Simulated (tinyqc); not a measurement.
Worked calculation (part 1 of 3): UKS/PBE in the sto-6g basis, for BH2, spin multiplicity 2. Computed by tinyqc, a small Python program that keeps every step (integrals from PySCF). Settings: charge = 0, multiplicity = 2, basis = sto-6g, energy threshold = 1e-10, iteration cap = 55, orthogonalisation = symmetric, start = highest core orbitals, DIIS depth = 0, method = UKS, functional = pbe,pbe, grid = [10, 14]. Command: `OMP_NUM_THREADS=1 python tinyqc.py 23767 23768 out.jsonl` (the two numbers bound the seeds that draw the settings). One thread of a shared host (Intel(R) Xeon(R) Processor @ 2.60GHz), about 4 s of CPU time with the checks. Later iterations appear only in the table of the cycle.

## One-electron integrals

Geometry (angstrom):
```
atom         x          y         z
B     0.000000   0.000000  0.000000
H     0.000000   1.126000  0.589000
H     0.000000  -1.126000  0.589000
```

Basis sto-6g: exponents (1/bohr^2) and contraction coefficients of normalised primitives:
```
element  l (shell)    exponent  coefficient
B            s (1)  506.011147     0.009164
B            s (1)   92.776814     0.049362
B            s (1)   25.955658     0.168538
B            s (1)    8.916445     0.370563
B            s (1)    3.462507     0.416492
B            s (1)    1.426054     0.130334
B            s (2)   23.194575    -0.013253
B            s (2)    4.590810    -0.046992
B            s (2)    1.426819    -0.033785
B            s (2)    0.548948     0.250242
B            s (2)    0.238410     0.595117
B            s (2)    0.109280     0.240706
B            p (3)   23.194575     0.003760
B            p (3)    4.590810     0.037679
B            p (3)    1.426819     0.173897
B            p (3)    0.548948     0.418036
B            p (3)    0.238410     0.425859
B            p (3)    0.109280     0.101708
H            s (1)   35.523221     0.009164
H            s (1)    6.513144     0.049361
H            s (1)    1.822143     0.168538
H            s (1)    0.625955     0.370563
H            s (1)    0.243077     0.416492
H            s (1)    0.100112     0.130334
```

Overlap, kinetic and nuclear-attraction integrals over the contracted functions; the nuclear repulsion is the sum of Za Zb / Rab.

nuclear repulsion = 4.39928251 hartree

overlap S:
```
           1B 1s     1B 2s    1B 2px     1B 2py    1B 2pz     2H 1s      3H 1s
1B 1s   1.000000  0.264891  0.000000   0.000000  0.000000  0.057598   0.057598
1B 2s   0.264891  1.000000  0.000000   0.000000  0.000000  0.435409   0.435409
1B 2px  0.000000  0.000000  1.000000   0.000000  0.000000  0.000000   0.000000
1B 2py  0.000000  0.000000  0.000000   1.000000  0.000000  0.407702  -0.407702
1B 2pz  0.000000  0.000000  0.000000   0.000000  1.000000  0.213265   0.213265
2H 1s   0.057598  0.435409  0.000000   0.407702  0.213265  1.000000   0.079458
3H 1s   0.057598  0.435409  0.000000  -0.407702  0.213265  0.079458   1.000000
```

kinetic energy T (hartree):
```
            1B 1s      1B 2s    1B 2px     1B 2py    1B 2pz      2H 1s      3H 1s
1B 1s   10.947243  -0.333880  0.000000   0.000000  0.000000  -0.011508  -0.011508
1B 2s   -0.333880   0.374498  0.000000   0.000000  0.000000   0.069207   0.069207
1B 2px   0.000000   0.000000  1.125026   0.000000  0.000000   0.000000   0.000000
1B 2py   0.000000   0.000000  0.000000   1.125026  0.000000   0.171501  -0.171501
1B 2pz   0.000000   0.000000  0.000000   0.000000  1.125026   0.089711   0.089711
2H 1s   -0.011508   0.069207  0.000000   0.171501  0.089711   0.768522  -0.011846
3H 1s   -0.011508   0.069207  0.000000  -0.171501  0.089711  -0.011846   0.768522
```

nuclear attraction V (hartree):
```
             1B 1s      1B 2s     1B 2px     1B 2py     1B 2pz      2H 1s      3H 1s
1B 1s   -24.224581  -2.964806   0.000000   0.000000  -0.015881  -0.712211  -0.712211
1B 2s    -2.964806  -4.561355   0.000000   0.000000  -0.136565  -1.728824  -1.728824
1B 2px    0.000000   0.000000  -4.489492   0.000000   0.000000   0.000000   0.000000
1B 2py    0.000000   0.000000   0.000000  -4.658387   0.000000  -1.533013   1.533013
1B 2pz   -0.015881  -0.136565   0.000000   0.000000  -4.535706  -0.825910  -0.825910
2H 1s    -0.712211  -1.728824   0.000000  -1.533013  -0.825910  -3.535178  -0.305505
3H 1s    -0.712211  -1.728824   0.000000   1.533013  -0.825910  -0.305505  -3.535178
```

core Hamiltonian H = T + V (hartree):
```
             1B 1s      1B 2s     1B 2px     1B 2py     1B 2pz      2H 1s      3H 1s
1B 1s   -13.277338  -3.298686   0.000000   0.000000  -0.015881  -0.723718  -0.723718
1B 2s    -3.298686  -4.186857   0.000000   0.000000  -0.136565  -1.659617  -1.659617
1B 2px    0.000000   0.000000  -3.364465   0.000000   0.000000   0.000000   0.000000
1B 2py    0.000000   0.000000   0.000000  -3.533361   0.000000  -1.361511   1.361511
1B 2pz   -0.015881  -0.136565   0.000000   0.000000  -3.410679  -0.736200  -0.736200
2H 1s    -0.723718  -1.659617   0.000000  -1.361511  -0.736200  -2.766656  -0.317352
3H 1s    -0.723718  -1.659617   0.000000   1.361511  -0.736200  -0.317352  -2.766656
```

## Two-electron integrals

Functions are numbered as in S; the eight-fold symmetry (ij|kl) = (ji|kl) = (kl|ij) leaves the list below.

Two-electron integrals (ij|kl) in chemists' order, unique and non-zero (hartree):
```
(11|11) 2.924993    (21|11) 0.480756    (21|21) 0.099484    (22|11) 0.743449
(22|21) 0.188967    (22|22) 0.544922    (31|31) 0.021096    (32|31) 0.030854
(32|32) 0.120443    (33|11) 0.743450    (33|21) 0.188967    (33|22) 0.544922
(33|33) 0.587109    (41|41) 0.021096    (42|41) 0.030854    (42|42) 0.120443
(43|43) 0.031641    (44|11) 0.743450    (44|21) 0.188967    (44|22) 0.544922
(44|33) 0.523827    (44|44) 0.587109    (51|51) 0.021096    (52|51) 0.030854
(52|52) 0.120443    (53|53) 0.031641    (54|54) 0.031641    (55|11) 0.743450
(55|21) 0.188967    (55|22) 0.544922    (55|33) 0.523827    (55|44) 0.523827
(55|55) 0.587109    (61|11) 0.108443    (61|21) 0.021730    (61|22) 0.040900
(61|33) 0.040677    (61|41) 0.001512    (61|42) 0.002878    (61|44) 0.041202
(61|51) 0.000791    (61|52) 0.001505    (61|54) 0.000275    (61|55) 0.040820
(61|61) 0.004925    (62|11) 0.253129    (62|21) 0.065395    (62|22) 0.206688
(62|33) 0.200886    (62|41) 0.006782    (62|42) 0.039534    (62|44) 0.214552
(62|51) 0.003548    (62|52) 0.020680    (62|54) 0.007149    (62|55) 0.204626
(62|61) 0.015155    (62|62) 0.107645    (63|31) 0.006940    (63|32) 0.031313
(63|43) 0.007446    (63|53) 0.003895    (63|63) 0.011977    (64|11) 0.209719
(64|21) 0.054959    (64|22) 0.182932    (64|33) 0.173301    (64|41) 0.011816
(64|42) 0.063158    (64|44) 0.199186    (64|51) 0.002550    (64|52) 0.016658
(64|54) 0.009645    (64|55) 0.176309    (64|61) 0.013405    (64|62) 0.111532
(64|64) 0.125127    (65|11) 0.109702    (65|21) 0.028749    (65|22) 0.095690
(65|33) 0.090652    (65|41) 0.002550    (65|42) 0.016658    (65|44) 0.096403
(65|51) 0.008274    (65|52) 0.040027    (65|54) 0.010454    (65|55) 0.100015
(65|61) 0.007012    (65|62) 0.058341    (65|64) 0.059188    (65|65) 0.042938
(66|11) 0.411651    (66|21) 0.108607    (66|22) 0.386873    (66|33) 0.363977
(66|41) 0.013812    (66|42) 0.105758    (66|44) 0.417909    (66|51) 0.007225
(66|52) 0.055321    (66|54) 0.028211    (66|55) 0.378734    (66|61) 0.025803
(66|62) 0.256645    (66|64) 0.289277    (66|65) 0.151318    (66|66) 0.774999
(71|11) 0.108443    (71|21) 0.021730    (71|22) 0.040900    (71|33) 0.040677
(71|41) -0.001512   (71|42) -0.002878   (71|44) 0.041202    (71|51) 0.000791
(71|52) 0.001505    (71|54) -0.000275   (71|55) 0.040820    (71|61) 0.004684
(71|62) 0.013677    (71|64) 0.010919    (71|65) 0.006340    (71|66) 0.022529
(71|71) 0.004925    (72|11) 0.253129    (72|21) 0.065395    (72|22) 0.206688
(72|33) 0.200886    (72|41) -0.006782   (72|42) -0.039534   (72|44) 0.214552
(72|51) 0.003548    (72|52) 0.020680    (72|54) -0.007149   (72|55) 0.204626
(72|61) 0.013677    (72|62) 0.070294    (72|64) 0.054148    (72|65) 0.037196
(72|66) 0.127509    (72|71) 0.015155    (72|72) 0.107645    (73|31) 0.006940
(73|32) 0.031313    (73|43) -0.007446   (73|53) 0.003895    (73|63) 0.007046
(73|73) 0.011977    (74|11) -0.209719   (74|21) -0.054959   (74|22) -0.182932
(74|33) -0.173301   (74|41) 0.011816    (74|42) 0.063158    (74|44) -0.199186
(74|51) -0.002550   (74|52) -0.016658   (74|54) 0.009645    (74|55) -0.176309
(74|61) -0.010919   (74|62) -0.054148   (74|64) -0.036120   (74|65) -0.028142
(74|66) -0.093481   (74|71) -0.013405   (74|72) -0.111532   (74|74) 0.125127
(75|11) 0.109702    (75|21) 0.028749    (75|22) 0.095690    (75|33) 0.090652
(75|41) -0.002550   (75|42) -0.016658   (75|44) 0.096403    (75|51) 0.008274
(75|52) 0.040027    (75|54) -0.010454   (75|55) 0.100015    (75|61) 0.006340
(75|62) 0.037196    (75|64) 0.028142    (75|65) 0.026285    (75|66) 0.070474
(75|71) 0.007012    (75|72) 0.058341    (75|74) -0.059188   (75|75) 0.042938
(76|11) 0.044765    (76|21) 0.011541    (76|22) 0.036757    (76|33) 0.035756
(76|44) 0.037080    (76|51) 0.001068    (76|52) 0.006216    (76|55) 0.037434
(76|61) 0.002564    (76|62) 0.016121    (76|64) 0.014637    (76|65) 0.009514
(76|66) 0.034578    (76|71) 0.002564    (76|72) 0.016121    (76|74) -0.014637
(76|75) 0.009514    (76|76) 0.003047    (77|11) 0.411651    (77|21) 0.108607
(77|22) 0.386873    (77|33) 0.363977    (77|41) -0.013812   (77|42) -0.105758
(77|44) 0.417909    (77|51) 0.007225    (77|52) 0.055321    (77|54) -0.028211
(77|55) 0.378734    (77|61) 0.022529    (77|62) 0.127509    (77|64) 0.093481
(77|65) 0.070474    (77|66) 0.234652    (77|71) 0.025803    (77|72) 0.256645
(77|74) -0.289277   (77|75) 0.151318    (77|76) 0.034578    (77|77) 0.774999
```

## Orthogonalisation

S = U s U^T; symmetric (Loewdin) form X = U s^(-1/2) U^T, so that X^T S X = 1.

eigenvalues of S: 0.330577  0.382326  0.866995  1.000000  1.090594  1.538216  1.791293

X:
```
            1B 1s      1B 2s    1B 2px     1B 2py     1B 2pz      2H 1s      3H 1s
1B 1s    1.030291  -0.159705  0.000000   0.000000  -0.010029   0.024110   0.024110
1B 2s   -0.159705   1.240049  0.000000   0.000000   0.101414  -0.300073  -0.300073
1B 2px   0.000000   0.000000  1.000000   0.000000   0.000000   0.000000   0.000000
1B 2py   0.000000   0.000000  0.000000   1.183907   0.000000  -0.286047   0.286047
1B 2pz  -0.010029   0.101414  0.000000   0.000000   1.048450  -0.143927  -0.143927
2H 1s    0.024110  -0.300073  0.000000  -0.286047  -0.143927   1.219411  -0.020244
3H 1s    0.024110  -0.300073  0.000000   0.286047  -0.143927  -0.020244   1.219411
```

## Starting guess

The start is the highest orbitals of the core Hamiltonian (a deliberately bad start); D(s) = C_occ C_occ^T for each spin.

D(alpha) at the start:
```
            1B 1s      1B 2s    1B 2px     1B 2py     1B 2pz      2H 1s      3H 1s
1B 1s    0.018398  -0.106221  0.000000   0.000000   0.075154   0.068633   0.068633
1B 2s   -0.106221   0.717375  0.000000   0.000000  -0.184339  -0.638154  -0.638154
1B 2px   0.000000   0.000000  1.000000   0.000000   0.000000   0.000000   0.000000
1B 2py   0.000000   0.000000  0.000000   0.386726   0.000000  -0.568967   0.568967
1B 2pz   0.075154  -0.184339  0.000000   0.000000   0.905360  -0.299599  -0.299599
2H 1s    0.068633  -0.638154  0.000000  -0.568967  -0.299599   1.655247  -0.018929
3H 1s    0.068633  -0.638154  0.000000   0.568967  -0.299599  -0.018929   1.655247
```

D(beta) at the start:
```
            1B 1s      1B 2s    1B 2px     1B 2py     1B 2pz      2H 1s      3H 1s
1B 1s    0.018398  -0.106221  0.000000   0.000000   0.075154   0.068633   0.068633
1B 2s   -0.106221   0.717375  0.000000   0.000000  -0.184339  -0.638154  -0.638154
1B 2px   0.000000   0.000000  0.000000   0.000000   0.000000   0.000000   0.000000
1B 2py   0.000000   0.000000  0.000000   0.386726   0.000000  -0.568967   0.568967
1B 2pz   0.075154  -0.184339  0.000000   0.000000   0.905360  -0.299599  -0.299599
2H 1s    0.068633  -0.638154  0.000000  -0.568967  -0.299599   1.655247  -0.018929
3H 1s    0.068633  -0.638154  0.000000   0.568967  -0.299599  -0.018929   1.655247
```

## Iteration 1: exchange-correlation on the grid

Becke grid with 10 radial and 14 angular points per atom, points of zero weight dropped. rho = sum D_ij phi_i phi_j; V_xc,ij = sum w v_xc phi_i phi_j plus the gradient terms; v_xc is d(rho eps)/d rho(s) for spin s at fixed gradient.

The 16 grid points with the largest w rho, of 418 (bohr, atomic units):
```
x                  y          z         w  rho(alpha)  rho(beta)     eps_xc  v_xc(alpha)
0.000000    0.000000  -1.719892  2.292040    0.055358   0.055358  -0.415079    -0.517461
0.992980    0.992980  -0.992980  2.566652    0.041493   0.027825  -0.366990    -0.459818
0.992980   -0.992980  -0.992980  2.566652    0.041493   0.027825  -0.366990    -0.459818
-0.992980  -0.992980  -0.992980  2.566652    0.041493   0.027825  -0.366990    -0.459818
-0.992980   0.992980  -0.992980  2.566652    0.041493   0.027825  -0.366990    -0.459818
0.000000    0.000000  -0.958016  0.471138    0.163509   0.163509  -0.571198    -0.747950
1.719892    0.000000   0.000000  2.290873    0.046128   0.005124  -0.364627    -0.455907
-1.719892   0.000000   0.000000  2.290873    0.046128   0.005124  -0.364627    -0.455907
0.553111    0.553111  -0.553111  0.529973    0.125910   0.084186  -0.505495    -0.679619
0.553111   -0.553111  -0.553111  0.529973    0.125910   0.084186  -0.505495    -0.679619
-0.553111  -0.553111  -0.553111  0.529973    0.125910   0.084186  -0.505495    -0.679619
-0.553111   0.553111  -0.553111  0.529973    0.125910   0.084186  -0.505495    -0.679619
0.000000    0.000000  -2.841537  9.061266    0.005226   0.005226  -0.224226    -0.231822
0.000000    0.000000   1.719892  2.219946    0.019339   0.019339  -0.311950    -0.355267
0.958016    0.000000   0.000000  0.471131    0.139786   0.014615  -0.506162    -0.682745
-0.958016   0.000000   0.000000  0.471131    0.139786   0.014615  -0.506162    -0.682745
```

electrons on the grid, sum of w rho = 7.000151

E_xc = sum of w rho eps_xc = -2.96500687 hartree

V_xc(alpha) (hartree):
```
            1B 1s      1B 2s     1B 2px     1B 2py     1B 2pz      2H 1s      3H 1s
1B 1s   -0.685234  -0.152466   0.000000   0.000000   0.002334  -0.032891  -0.032891
1B 2s   -0.152466  -0.454440   0.000000   0.000000   0.042853  -0.186305  -0.186305
1B 2px   0.000000   0.000000  -0.476804   0.000000   0.000000   0.000000   0.000000
1B 2py   0.000000   0.000000   0.000000  -0.411952   0.000000  -0.177245   0.177245
1B 2pz   0.002334   0.042853   0.000000   0.000000  -0.472367  -0.090181  -0.090181
2H 1s   -0.032891  -0.186305   0.000000  -0.177245  -0.090181  -0.530182  -0.031548
3H 1s   -0.032891  -0.186305   0.000000   0.177245  -0.090181  -0.031548  -0.530182
```

V_xc(beta) (hartree):
```
            1B 1s      1B 2s     1B 2px     1B 2py     1B 2pz      2H 1s      3H 1s
1B 1s   -0.676782  -0.138557   0.000000   0.000000   0.003645  -0.030501  -0.030501
1B 2s   -0.138557  -0.395257   0.000000   0.000000   0.047280  -0.175721  -0.175721
1B 2px   0.000000   0.000000  -0.340920   0.000000   0.000000   0.000000   0.000000
1B 2py   0.000000   0.000000   0.000000  -0.388067   0.000000  -0.175619   0.175619
1B 2pz   0.003645   0.047280   0.000000   0.000000  -0.454834  -0.089077  -0.089077
2H 1s   -0.030501  -0.175721   0.000000  -0.175619  -0.089077  -0.529595  -0.029779
3H 1s   -0.030501  -0.175721   0.000000   0.175619  -0.089077  -0.029779  -0.529595
```

## Iteration 1: building the Kohn-Sham matrix

J_ij = sum D_kl (ij|kl) with D = D(alpha) + D(beta); F = H + J + V_xc; E = tr D H + tr D J / 2 + E_xc + E_nn.

Coulomb J (hartree):
```
            1B 1s     1B 2s    1B 2px     1B 2py     1B 2pz     2H 1s      3H 1s
1B 1s    3.906567  1.001052  0.000000   0.000000  -0.017773  0.216517   0.216517
1B 2s    1.001052  3.145943  0.000000   0.000000   0.009768  1.333912   1.333912
1B 2px   0.000000  0.000000  3.067509   0.000000   0.000000  0.000000   0.000000
1B 2py   0.000000  0.000000  0.000000   3.209071   0.000000  1.260055  -1.260055
1B 2pz  -0.017773  0.009768  0.000000   0.000000   3.161247  0.660012   0.660012
2H 1s    0.216517  1.333912  0.000000   1.260055   0.660012  3.094032   0.235827
3H 1s    0.216517  1.333912  0.000000  -1.260055   0.660012  0.235827   3.094032
```

F(alpha) (hartree):
```
             1B 1s      1B 2s     1B 2px     1B 2py     1B 2pz      2H 1s      3H 1s
1B 1s   -10.056005  -2.450100   0.000000   0.000000  -0.031320  -0.540092  -0.540092
1B 2s    -2.450100  -1.495353   0.000000   0.000000  -0.083945  -0.512010  -0.512010
1B 2px    0.000000   0.000000  -0.773760   0.000000   0.000000   0.000000   0.000000
1B 2py    0.000000   0.000000   0.000000  -0.736242   0.000000  -0.278702   0.278702
1B 2pz   -0.031320  -0.083945   0.000000   0.000000  -0.721799  -0.166369  -0.166369
2H 1s    -0.540092  -0.512010   0.000000  -0.278702  -0.166369  -0.202806  -0.113073
3H 1s    -0.540092  -0.512010   0.000000   0.278702  -0.166369  -0.113073  -0.202806
```

F(beta) (hartree):
```
             1B 1s      1B 2s     1B 2px     1B 2py     1B 2pz      2H 1s      3H 1s
1B 1s   -10.047553  -2.436191   0.000000   0.000000  -0.030009  -0.537702  -0.537702
1B 2s    -2.436191  -1.436171   0.000000   0.000000  -0.079518  -0.501426  -0.501426
1B 2px    0.000000   0.000000  -0.637877   0.000000   0.000000   0.000000   0.000000
1B 2py    0.000000   0.000000   0.000000  -0.712357   0.000000  -0.277075   0.277075
1B 2pz   -0.030009  -0.079518   0.000000   0.000000  -0.704266  -0.165264  -0.165264
2H 1s    -0.537702  -0.501426   0.000000  -0.277075  -0.165264  -0.202218  -0.111304
3H 1s    -0.537702  -0.501426   0.000000   0.277075  -0.165264  -0.111304  -0.202218
```

total energy of this density = -7.11759905 hartree
